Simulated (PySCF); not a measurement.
dimethylamine (C2H7N), SMILES N(C)C. Atoms are numbered in the order given.

```xyz
10

C      0.0201    -0.2223     1.2121
N     -0.1470     0.5620     0.0000
C      0.0201    -0.2223    -1.2121
H      0.9791    -0.7642     1.2649
H     -0.7797    -0.9642     1.2771
H     -0.0569     0.4263     2.0857
H      0.5033     1.3376     0.0000
H      0.9791    -0.7642    -1.2649
H     -0.0569     0.4263    -2.0857
H     -0.7797    -0.9642    -1.2771
```

The structure is a stationary point at B3LYP-D3(BJ)/def2-TZVP.

Two levels are set side by side: PBE/pcSseg-1 (PySCF) and HF/pcSseg-1 (PySCF). GIAO shifts against NH3 (¹⁵N), TMS (¹H), TMS (¹³C) at the same level; non-relativistic, no solvent, atoms listed together averaged. Differences are taken from unrounded values.

```csv
quantity,HF,PBE,PBE minus HF
"δ(¹³C) of C1, C3 (ppm)",37.4,42.5,5.2
δ(¹⁵N) of N2 (ppm),17.2,40.1,22.9
δ(¹H) of H7 (ppm),-0.47,-0.55,-0.08
```

Rough cost on one machine, each run with all the roots and properties that it gave: HF against PBE within a factor of 2.
